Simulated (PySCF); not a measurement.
Ionising Si₂

PBE0; basis Si def2-SVPD; no relativity; PySCF 2.14. Neutral (UKS): triplet (π ↑↑), Re = 2.266 Å, ωe = 518 cm⁻¹, De = 3.35 eV, HOMO -5.85 eV, LUMO -3.62 eV.

Si₂⁻ (UKS): doublet (π ↑), Re = 2.172 Å, ωe = 581 cm⁻¹. The energies at the minima are -578.42851 hartree for Si2 and -578.49483 for Si₂⁻.

(1) Work out the adiabatic electron affinity, without and with harmonic zero-point energies (1 hartree = 27.2114 eV, 1 eV = 8065.5 cm⁻¹), and the change of the bond length.

The highest Kohn–Sham level is positive in this anion. Much of that is self-interaction error, but it also means that the finite basis helps to hold the extra electron. States were picked by a PBE0 search and need not be the measured ground states.

Results:

(1) At PBE0: 0.06632 hartree = 1.805 eV between the minima; the zero-point term (518.0 − 581.0)/2 cm⁻¹ = -0.004 eV makes it 1.801 eV. Re changes by -9.4 pm against the neutral. The electron enters a π orbital, and the shorter bond of the ion fits a bonding orbital, or a change in how ionic the bond is.
